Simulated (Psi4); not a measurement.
# One shape, several levels: N2 (SMILES N#N)

Aim: a comparison of 5 runs (PBE0/def2-SVP, TPSSh/pcseg-1, B3LYP/6-31G*, MP2/6-31G*, OLCCD/cc-pCVDZ) of N2. 

The results are computed with Psi4 1.11.

2 further runs of the same task are left out: 2 set aside as unsound or not needed.

### Step 1. The molecule

N2 has 2 atoms, charge 0, and is taken as a singlet. As SMILES, `N#N`. The coordinates come from a PBE0-D4/def2-TZVP relaxation.

Bond lengths: N1–N2 1.090 Å.

### Step 2. Energy and gradient at PBE0/def2-SVP (run 1)

File n2.xyz:

```xyz
2
N2
N      0.465500    -0.150300     0.239800
N     -0.465500     0.150300    -0.239800
```

File run.py:

```python
import psi4

psi4.set_memory(1600000000)
psi4.set_num_threads(1)
psi4.set_output_file('run.log', False)

with open('n2.xyz') as f:
    atoms = ''.join(f.readlines()[2:])
geom = psi4.geometry('0 1\n' + atoms + 'symmetry c1')

psi4.set_options({
    'basis': 'def2-SVP',
    'puream': True,
    'e_convergence': 1e-09,
    'd_convergence': 1e-08,
    'scf_type': 'pk',
    'dft_radial_points': 99,
    'dft_spherical_points': 590,
})

result, w = psi4.gradient("pbe0", return_wfn=True)
psi4.oeprop(w, "DIPOLE", "QUADRUPOLE", "LOWDIN_CHARGES")
print('gradient / Eh bohr^-1')
print(result.np.round(6))
print(f'energy = {w.energy():.10f} Eh')
```

Launch:

```
python run.py
```

run.log:

```text
[...]
  Running in c1 symmetry.
[...]
  Nuclear repulsion =   23.798341769446306
[...]
  Multiplicity = 1
[...]
  Nalpha       = 7
  Nbeta        = 7
[...]
    Number of basis functions: 28
[...]
   @RKS iter   1:  -109.29184808857732   -4.50498e-01   7.43803e-03 DIIS/ADIIS
[...]
   @RKS iter   7:  -109.31492943887820    9.94760e-14   7.35489e-10 DIIS
[...]
    Orbital Energies [Eh]
    ---------------------
    Doubly Occupied:
       1A    -14.490544     2A    -14.488694     3A     -1.150639
       4A     -0.556392     5A     -0.485016     6A     -0.485016
       7A     -0.442774
[...]
  @RKS Final Energy:  -109.31492943887820
   => Energetics <=
    Nuclear Repulsion Energy =             23.7983417694463064
    One-Electron Energy =                -194.6681250011319833
    Two-Electron Energy =                  71.8508396056890604
    DFT Exchange-Correlation Energy =     -10.2959858128815629
    Empirical Dispersion Energy =           0.0000000000000000
    VV10 Nonlocal Energy =                  0.0000000000000000
    Total Energy =                       -109.3149294388781954
[...]
  -Total Gradient:
     Atom            X                  Y                   Z
    ------   -----------------  -----------------  -----------------
       1       -0.027028502738     0.000000000000    -0.000000000000
       2        0.027028502738    -0.000000000000    -0.000000000000
[...]
```

Standard output:

```text
gradient / Eh bohr^-1
[[-0.027029  0.       -0.      ]
 [ 0.027029 -0.       -0.      ]]
energy = -109.3149294389 Eh
```

It took 3.6 s on 1 thread of Intel Xeon Platinum 8375C at 2.90GHz (Ice Lake), shared host; peak memory 0.3 GiB.

### Step 3. Energy and forces at TPSSh/pcseg-1 (run 2)

File n2.json:

```json
{
  "schema_name": "qcschema_input",
  "schema_version": 1,
  "molecule": {
    "schema_name": "qcschema_molecule",
    "schema_version": 2,
    "symbols": ["N", "N"],
    "geometry": [0.87966751, -0.28402584, 0.45315632, -0.87966751, 0.28402584, -0.45315632],
    "molecular_charge": 0,
    "molecular_multiplicity": 1,
    "fix_symmetry": "c1"
  },
  "driver": "gradient",
  "model": {
    "method": "tpssh",
    "basis": "pcseg-1"
  },
  "keywords": {
    "reference": "rks",
    "puream": true,
    "e_convergence": 1e-09,
    "d_convergence": 1e-08,
    "scf_type": "pk",
    "dft_radial_points": 99,
    "dft_spherical_points": 590,
    "scf_properties": ["WIBERG_LOWDIN_INDICES", "MULLIKEN_CHARGES", "LOWDIN_CHARGES"]
  }
}
```

Launch:

```
psi4 --qcschema n2.json -n 1 --memory 1600MB
```

stdout:

```text
[...]
  Running in c1 symmetry.
[...]
  Nuclear repulsion =   23.798341825492368
[...]
  Multiplicity = 1
[...]
  Nalpha       = 7
  Nbeta        = 7
[...]
    Number of basis functions: 28
[...]
   @RKS iter   1:  -109.46084374393547   -4.26000e-01   1.04854e-02 ADIIS/DIIS
[...]
   @RKS iter   7:  -109.50700302306905   -2.55795e-13   1.11354e-09 DIIS
[...]
  @RKS Final Energy:  -109.50700302306905
   => Energetics <=
    Nuclear Repulsion Energy =             23.7983418254923684
    One-Electron Energy =                -194.8292504989819065
    Two-Electron Energy =                  73.9259244500181154
    DFT Exchange-Correlation Energy =     -12.4020187995976219
    Empirical Dispersion Energy =           0.0000000000000000
    VV10 Nonlocal Energy =                  0.0000000000000000
    Total Energy =                       -109.5070030230690463
[...]
 Multipole Moments:
 ------------------------------------------------------------------------------------
     Multipole            Electronic (a.u.)      Nuclear  (a.u.)        Total (a.u.)
 ------------------------------------------------------------------------------------
 L = 1.  Multiply by 2.5417464519 to convert [e a0] to [Debye]
 Dipole X            :         -0.0000000            0.0000000           -0.0000000
 Dipole Y            :         -0.0000000            0.0000000           -0.0000000
 Dipole Z            :          0.0000000            0.0000000            0.0000000
 Magnitude           :                                                    0.0000000
[...]
  -Total Gradient:
     Atom            X                  Y                   Z
    ------   -----------------  -----------------  -----------------
       1       -0.043491606419    -0.000000000000    -0.000000000000
       2        0.043491606419     0.000000000000    -0.000000000000
[...]
```

The result, in JSON:

```text
{
 "driver": "gradient",
 "model": {
  "method": "tpssh",
  "basis": "pcseg-1"
 },
 "success": true,
 "return_result": [-0.04349160641902572, -1.416642978718989e-14, -1.262027427571082e-14, 0.04349160641906158, 4.623555026444698e-14, -1.3306524899835686e-14],
 "properties": {
  "calcinfo_nbasis": 28,
  "calcinfo_nmo": 28,
  "calcinfo_nalpha": 7,
  "calcinfo_nbeta": 7,
  "calcinfo_natom": 2,
  "nuclear_repulsion_energy": 23.79834182549237,
  "return_energy": -109.50700302306905,
  "return_gradient": [-0.04349160641902572, -1.416642978718989e-14, -1.262027427571082e-14, 0.04349160641906158, 4.623555026444698e-14, -1.3306524899835686e-14],
  "scf_one_electron_energy": -194.8292504989819,
  "scf_two_electron_energy": 73.92592445001812,
  "scf_xc_energy": -12.402018799597622,
  "scf_dipole_moment": [-2.1982804465636718e-11, -9.396551166485486e-16, 3.3696731907464443e-15],
  "scf_total_energy": -109.50700302306905,
  "scf_total_gradient": [-0.04349160641902572, -1.416642978718989e-14, -1.262027427571082e-14, 0.04349160641906158, 4.623555026444698e-14, -1.3306524899835686e-14],
  "scf_iterations": 7
 }
}
```

It took 6 s on 1 thread of Intel Xeon Platinum 8375C at 2.90GHz (Ice Lake), shared host; peak memory 0.43 GiB.

Run 3 isn't shown in full; the table further down has it.

### Step 4. The energy at MP2/6-31G(d) (spherical functions) (run 4)

File n2.inp:

```
memory 1600 MB

molecule system {
  0 1
  N      0.465500    -0.150300     0.239800
  N     -0.465500     0.150300    -0.239800
  symmetry c1
  no_reorient
  no_com
}

set {
  basis 6-31G*
  reference rhf
  puream true
  e_convergence 1e-09
  d_convergence 1e-08
  scf_type pk
  num_frozen_docc 2
  mp2_type conv
}

result = energy("mp2")
print_variables()
```

Launch:

```
psi4 -n 1 n2.inp n2.out
```

n2.out:

```text
[...]
  Running in c1 symmetry.
[...]
  Nuclear repulsion =   23.798341769446314
[...]
  Multiplicity = 1
[...]
  Nalpha       = 7
  Nbeta        = 7
[...]
    Number of basis functions: 28
[...]
   @RHF iter   1:  -108.93757912855060   -8.50596e-01   3.53373e-03 ADIIS/DIIS
[...]
   @RHF iter   8:  -108.94273319251775    0.00000e+00   1.37322e-09 DIIS
[...]
  @RHF Final Energy:  -108.94273319251775
   => Energetics <=
    Nuclear Repulsion Energy =             23.7983417694463135
    One-Electron Energy =                -194.4943369398135644
    Two-Electron Energy =                  61.7532619778494904
    Total Energy =                       -108.9427331925177498
[...]
 Multipole Moments:
 ------------------------------------------------------------------------------------
     Multipole            Electronic (a.u.)      Nuclear  (a.u.)        Total (a.u.)
 ------------------------------------------------------------------------------------
 L = 1.  Multiply by 2.5417464519 to convert [e a0] to [Debye]
 Dipole X            :         -0.0000000            0.0000000           -0.0000000
 Dipole Y            :          0.0000000            0.0000000            0.0000000
 Dipole Z            :         -0.0000000            0.0000000           -0.0000000
 Magnitude           :                                                    0.0000000
[...]
	SCS-MP2 Total Energy (a.u.)        :  -109.23611503227045
	SOS-MP2 Total Energy (a.u.)        :  -109.20918881300580
	SCSN-MP2 Total Energy (a.u.)       :  -109.08490363023512
[...]
	SOS-PI-MP2 Total Energy (a.u.)     :  -109.25359808308713
[...]
	MP2 Total Energy (a.u.)            :  -109.24555820071841
[...]
```

Run time: 1.5 s. Hardware: 1 thread of Intel Xeon Platinum 8375C at 2.90GHz (Ice Lake), shared host; peak memory 0.19 GiB.

### Step 5. Energy and forces at OLCCD/cc-pCVDZ (run 5)

File input.dat:

```
memory 1.6 GB

molecule m {
  N      0.465500    -0.150300     0.239800
  N     -0.465500     0.150300    -0.239800
}

set {
  basis    cc-pCVDZ
  cc_type  conv
  scf_type pk
}

gradient('olccd')
print_variables()
```

Launch:

```
psi4 -n 1 input.dat output.dat
```

output.dat:

```text
[...]
  Running in d2h symmetry.
[...]
  Nuclear repulsion =   23.798341769446314
[...]
  Multiplicity = 1
[...]
  Nalpha       = 7
  Nbeta        = 7
[...]
    Number of basis functions: 36
[...]
   @RHF iter   1:  -108.95057313500337   -8.47505e-01   7.08126e-03 ADIIS/DIIS
[...]
   @RHF iter  10:  -108.95585676153536    4.26326e-14   7.00513e-12 DIIS
[...]
  @RHF Final Energy:  -108.95585676153536
   => Energetics <=
    Nuclear Repulsion Energy =             23.7983417694463135
    One-Electron Energy =                -194.5806063185122810
    Two-Electron Energy =                  61.8264077875305915
    Total Energy =                       -108.9558567615353581
[...]
 Multipole Moments:
 ------------------------------------------------------------------------------------
     Multipole            Electronic (a.u.)      Nuclear  (a.u.)        Total (a.u.)
 ------------------------------------------------------------------------------------
 L = 1.  Multiply by 2.5417464519 to convert [e a0] to [Debye]
 Dipole X            :          0.0000000            0.0000000            0.0000000
 Dipole Y            :          0.0000000            0.0000000            0.0000000
 Dipole Z            :          0.0000000            0.0000000            0.0000000
 Magnitude           :                                                    0.0000000
[...]
	SCS-MP2 Total Energy (a.u.)        :  -109.33635638003749
	SOS-MP2 Total Energy (a.u.)        :  -109.33645256115011
	SCSN-MP2 Total Energy (a.u.)       :  -109.10992937310438
[...]
	SOS-PI-MP2 Total Energy (a.u.)     :  -109.36572916112047
[...]
	MP2 Total Energy (a.u.)            :  -109.33616401781229
[...]
```

Wall time 2.6 s (1 thread of Intel Xeon Platinum 8375C at 2.90GHz (Ice Lake), shared host); peak memory 0.22 GiB.

### Step 6. The series

| run | level | Cartesian functions | task | energy (Eh) | dipole moment (D) | HOMO energy (eV) | LUMO energy (eV) | wall time |
| --- | --- | --- | --- | --- | --- | --- | --- | --- |
| 1 | PBE0/def2-SVP | no | gradient | -109.314929 | 0.00 | -12.05 | -0.23 | 3.6 s |
| 2 | TPSSh/pcseg-1 | no | gradient | -109.507003 | 0.00 | -11.07 | -1.00 | 6 s |
| 3 | B3LYP/6-31G* (Cartesian functions) | yes | gradient | -109.523376 | 0.00 | -11.63 | -0.45 | 3.3 s |
| 4 | MP2/6-31G* (spherical functions) | no | energy | -109.245558 | – | -16.73 | 4.77 | 1.5 s |
| 5 | OLCCD/cc-pCVDZ | no | gradient | -109.351770 | – | -16.66 | 4.88 | 2.6 s |

### Step 7. Summary of results

```
                                    quantity          value
                         run 5: total energy  -109.35177 Eh
  run 5: HOMO energy (Hartree–Fock orbitals)      -16.66 eV
  run 5: LUMO energy (Hartree–Fock orbitals)        4.88 eV
run 5: HOMO–LUMO gap (Hartree–Fock orbitals)       21.54 eV
                   run 5: correlation energy     -395.9 mEh
             run 5: largest force on an atom     4.134 eV/Å
```

**Reading.** Over runs 1, 2, 3 the HOMO–LUMO gap runs from 10.07 eV (TPSSh/pcseg-1) to 11.82 eV (PBE0/def2-SVP). The two ends differ in method and basis. Totals of different functionals can't be ranked against each other. All runs together took 17 s, the longest 6 s.
